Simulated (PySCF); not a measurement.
Gas-phase reaction: 4 CF + 2 CH3 + F2 ⇌ 6 CHF

Computed with PySCF and rigid-rotor harmonic-oscillator thermochemistry at 1 bar. † marks an energy on the PBE0/def2-TZVP geometry and frequencies; other levels use their own. CCSD(T) freezes the core. Open shells (unrestricted): CF (multiplicity 2, electronic degeneracy 4), CH3 (multiplicity 2); the rest are closed-shell singlets. Spin-orbit splitting is ignored; it lowers the true energy and changes the entropy of CF. CHF: computed as isolated molecules; such fragments, hydroxides, amides, oligomers or adducts are transient or little studied in the gas. CCSD(T) isn't extrapolated to the basis-set limit; its ΔH°(298 K) is -349.4 kJ in def2-SVP and -372.3 kJ in def2-TZVPP. The harmonic model lacks anharmonicity and excited electronic states, which grow with temperature; levels with a mode under 35 cm⁻¹ are left out.

| level | ΔE electronic, kJ | ΔH°(298 K), kJ | ΔS°(298 K), J/K | ΔG°(2000 K), kJ |
|---|---|---|---|---|
| CCSD(T)/def2-SVP† | -346 | -349 | -104 | -112 |
| HF/def2-TZVP† | -148 | -152 | -104 | 85 |
| PBE/def2-SVP | -334 | -339 | -106 | -98 |
| PBE0/def2-SVP† | -313 | -316 | -104 | -79 |
| r2SCAN/def2-TZVP† | -248 | -252 | -104 | -15 |
| LDA/def2-TZVP† | -436 | -440 | -104 | -203 |
| ωB97X-V/def2-TZVP† | -365 | -369 | -104 | -132 |
ΔH° is lowest at LDA/def2-TZVP† and highest at HF/def2-TZVP†. No reference value is set beside these.
